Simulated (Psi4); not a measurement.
Process, species as SMILES: S=C=S + 4 [H][H] (H2) → C (CH4) + 2 S (H2S)
B3LYP-D3(BJ)/def2-TZVP geometries, fixed; electronic energies without zero-point terms.

The energy of full hydrogenation at MP2 with Psi4, in kcal/mol, split into its Hartree-Fock and correlation parts. Density fitting with the program's default auxiliary sets. Cores are frozen. No added dispersion term, no relativity. Functions are those of the species that has most.

```csv
basis,X,functions,Hartree-Fock,MP2
aug-cc-pV(D+d)Z,2,87,-93.40,-66.24
aug-cc-pV(T+d)Z,3,156,-88.48,-63.37
aug-cc-pV(Q+d)Z,4,264,-87.90,-62.24
```

Worked estimate of the basis-set limit from each neighbouring pair, with Hartree-Fock from the larger set and the correlation part extrapolated as X^-3.
Correlation parts: X = 2: 27.16, X = 3: 25.11, X = 4: 25.66.
- (2,3): (27·(25.11) - 8·(27.16))/19 = 24.25; with Hartree-Fock -88.48 the estimate is -64.23 kcal/mol.
- (3,4): (64·(25.66) - 27·(25.11))/37 = 26.06; with Hartree-Fock -87.90 the estimate is -61.84 kcal/mol.
The last two estimates differ by 2.39 kcal/mol; the largest set lies 0.40 from the last. Over the last step Hartree-Fock moves by 0.58 and the correlation part by 0.55.
